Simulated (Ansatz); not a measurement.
A calculation with Ansatz (development build ahead of 0.2.0).

```yaml
crystal:
  periodic: [false, false, false]
  atoms:
    - { symbol: "N", position_ang: [-0.01548, -0.05689, -1.11053] }
    - { symbol: "N", position_ang: [0.00467, 0.08271, -0.11101] }
    - { symbol: O, position_ang: [-0.13288, 0.00873, 1.14305] }
basis:
  gaussian: { orbitals: "6-31G" }
hamiltonian:
  xc: hf
correlation:
  method: mp2
  frozen_orbitals: { "N": 1, O: 1 }
```

The input is written out in the form of the current development build from the run's settings.

Results

```
Converged                       : yes
Reference energy                : -183.52613 hartree
Correlation energy              : -0.34784 hartree
Total energy                    : -183.87397 hartree
Spin squared of the determinant : 0.000
```

Caution: bonds are stretched, where a single reference can fail; stretched shape with no unrestricted run beside it, a lower state can exist.
